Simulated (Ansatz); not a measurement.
Born–Oppenheimer molecular dynamics of CH5Al (7 atoms, charge 0, multiplicity 1). It starts from a relaxed structure.

The calculation used RHF/def2-TZVP in Ansatz 0.2.0.

```
ensemble                      : NVE (velocity Verlet)
time step                     : 0.5 fs
steps asked                   : 100
starting velocities drawn for : 1500 K
masses                        : H 2.014 u
seed                          : 186964
```

First frame:

```xyz
7
Properties=species:S:1:pos:R:3
Al -0.005 -0.005 0.001
C -0.007 -0.012 1.962
H -0.968 -0.296 2.381
H 0.749 -0.682 2.363
H 0.229 0.982 2.340
H 1.362 0.007 -0.796
H -1.359 0.007 -0.819
```

Question: How far do the bonds stretch over the last three quarters of this one trajectory? (Pairs bonded in most of those frames.)

Answer: 
```
  bond  mean (Å)  spread (Å)  shortest  longest
Al1–C2     1.951       0.048      1.90     2.04
Al1–H6     1.606       0.060      1.50     1.68
Al1–H7     1.590       0.011      1.57     1.61
 C2–H3     1.112       0.069      1.00     1.20
 C2–H4     1.087       0.027      1.04     1.12
 C2–H5     1.099       0.049      1.03     1.18
```

Mean temperature of the second half: 771 K. The conserved energy stayed within 0.58 meV per atom of its start (net change 0.24 meV per atom), so the integration is sound. A run of 0.05 ps of so small a system gives no equilibrium averages.

Time of the run: 71 s on 1 thread of Arm Neoverse V1, with other jobs on the host, peak memory 0.13 GiB.
